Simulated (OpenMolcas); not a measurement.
# How methods differ on SiNH3 (SMILES [N][SiH3])

SiNH3: 5 atoms, total charge 0, spin state triplet. As SMILES, `[N][SiH3]`. Geometry: relaxed at GFN2-xTB.

```xyz
5

N    -1.5366    0.3343    0.4795
Si    0.0102   -0.0023   -0.0038
H     0.0649   -0.3132   -1.4454
H     0.5551   -1.1630    0.7272
H     0.9063    1.1442    0.2425
```

Quantity: the energy change with the N1–Si2 bond stretched from 1.655 to 2.483 Å, in eV. The values are calculated.

```
           level                   kind     program  value (eV)  less FCI/STO-3G
      UHF/STO-3G           Hartree–Fock  OpenMolcas        0.74             0.00
   USVWN5/STO-3G                    LDA  OpenMolcas        1.36            +0.62
     UPBE/STO-3G                    GGA  OpenMolcas        1.11            +0.37
 U-r2SCAN/STO-3G               meta-GGA  OpenMolcas        1.18            +0.44
   UB3LYP/STO-3G          global hybrid  OpenMolcas        1.23            +0.49
ROCCSD(T)/STO-3G  coupled cluster or CI  OpenMolcas        0.75            +0.01
      FCI/STO-3G     exact in the basis  OpenMolcas        0.74             0.00
```

FCI/STO-3G is exact within its basis and frozen core, so for wave-function methods in that basis the difference is their error; functionals converge differently with the basis, so for them it is only a difference. The first shape isn't each level's own minimum. The values span 0.74 to 1.36 eV. Spin contamination of the reference (⟨S²⟩ at least 0.1 too high) touches UHF/STO-3G, U-r2SCAN/STO-3G, UB3LYP/STO-3G. All rows use very small basis sets, so even the best lies far from the true value.
